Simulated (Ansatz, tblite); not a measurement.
Cost and result up the ladder for AlH2(CH2SiH3) (CH₇AlSi) (10 atoms). Charge 0, multiplicity 1. Geometry: r2SCAN-D4/def2-TZVP.

| atom | x (Å) | y (Å) | z (Å) |
| --- | --- | --- | --- |
| Al1 | -0.893 | -1.430 | 0.634 |
| H2 | -0.325 | -2.116 | 1.947 |
| H3 | -1.714 | -2.281 | -0.423 |
| C4 | -0.559 | 0.459 | 0.307 |
| Si5 | 1.002 | 0.807 | -0.659 |
| H6 | -1.394 | 0.894 | -0.255 |
| H7 | -0.478 | 0.993 | 1.262 |
| H8 | 2.189 | 0.267 | 0.059 |
| H9 | 0.947 | 0.145 | -1.991 |
| H10 | 1.226 | 2.261 | -0.880 |

Ansatz on 4 threads of Arm Neoverse V1 on a shared host; xTB runs through tblite on one thread. Times are rough, summed over both states, and most runs start from the orbitals of an earlier one. PBE0-D4/def2-TZVP serves as the yardstick here, not as an exact answer. The other state is a doublet.

The xTB rows come from tblite.

Run but left out: PBE-D4/def2-TZVP (charge +1 doublet: an occupied level 0.13 eV above an empty one).

Raw xTB energies of ions are shifted by several eV.

| level | functions | vertical IE (eV) | difference from PBE0-D4/def2-TZVP (eV) |
| --- | --- | --- | --- |
| GFN1-xTB | 36 | 14.27 | 4.20 |
| PBE0-D4/def2-TZVP | 147 | 10.07 | 0.00 |
| GFN2-xTB | 29 | 13.39 | 3.32 |
| r2SCAN-D4/def2-TZVP | 147 | 9.90 | -0.17 |

**Question.** Estimate how long each takes.

**Answer.** GFN2-xTB 0.009 s; GFN1-xTB 0.012 s; PBE0-D4/def2-TZVP 4.5 s; r2SCAN-D4/def2-TZVP 8.3 s. On shared hardware such times vary by a factor of up to 3.
